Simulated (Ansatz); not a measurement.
The inner images of a band of CH3NSi (6 atoms, charge 0, multiplicity 1) are given out of order.

Theory: RKS BLYP-D4/def2-SVP (Ansatz).

Initial state:

```xyz
6
Properties=species:S:1:pos:R:3
N 1.164 0.894 -0.936
C 0.390 0.228 -0.278
Si -0.286 -1.175 0.699
H 1.001 1.833 -1.326
H -1.564 -1.387 -0.089
H -0.704 -0.394 1.930
```

Final state:

```xyz
6
Properties=species:S:1:pos:R:3
N 0.479 1.395 -0.893
C 0.135 0.419 -0.265
Si -0.089 -1.180 0.619
H 1.363 1.617 -1.372
H -1.373 -1.623 -0.055
H -0.515 -0.627 1.966
```

Put them in order from the first end to the last, with their energies above the first end.
A.
```xyz
6
Properties=species:S:1:pos:R:3
N 1.060 0.956 -0.921
C 0.338 0.248 -0.266
Si -0.236 -1.234 0.706
H 1.062 1.872 -1.372
H -1.535 -1.409 -0.066
H -0.688 -0.434 1.919
```
B.
```xyz
6
Properties=species:S:1:pos:R:3
N 0.675 1.194 -0.873
C 0.274 0.266 -0.249
Si -0.100 -1.327 0.697
H 1.183 1.873 -1.423
H -1.428 -1.487 -0.049
H -0.604 -0.519 1.898
```
C.
```xyz
6
Properties=species:S:1:pos:R:3
N 0.571 1.263 -0.866
C 0.248 0.294 -0.250
Si -0.066 -1.309 0.677
H 1.205 1.837 -1.416
H -1.391 -1.529 -0.052
H -0.568 -0.555 1.907
```
D.
```xyz
6
Properties=species:S:1:pos:R:3
N 0.932 1.033 -0.903
C 0.308 0.249 -0.254
Si -0.187 -1.288 0.712
H 1.112 1.894 -1.405
H -1.501 -1.425 -0.055
H -0.664 -0.463 1.905
```
E.
```xyz
6
Properties=species:S:1:pos:R:3
N 0.793 1.119 -0.884
C 0.294 0.250 -0.248
Si -0.140 -1.323 0.710
H 1.156 1.890 -1.425
H -1.465 -1.447 -0.050
H -0.637 -0.490 1.896
```
F.
```xyz
6
Properties=species:S:1:pos:R:3
N 0.437 1.382 -0.865
C 0.164 0.379 -0.255
Si -0.029 -1.240 0.621
H 1.244 1.742 -1.387
H -1.335 -1.621 -0.057
H -0.481 -0.643 1.943
```
G.
```xyz
6
Properties=species:S:1:pos:R:3
N 0.492 1.326 -0.864
C 0.211 0.333 -0.252
Si -0.041 -1.279 0.652
H 1.225 1.789 -1.403
H -1.359 -1.573 -0.055
H -0.527 -0.595 1.923
```

A (+0.6 kcal/mol), D (+1.8 kcal/mol), E (+2.4 kcal/mol), B (+2.2 kcal/mol), C (+1.6 kcal/mol), G (+0.9 kcal/mol), F (+0.5 kcal/mol).

Run time: 65 s on 1 thread of AMD EPYC 9R45 96-Core Processor (Zen 5), on a shared host, peak memory 0.13 GiB.
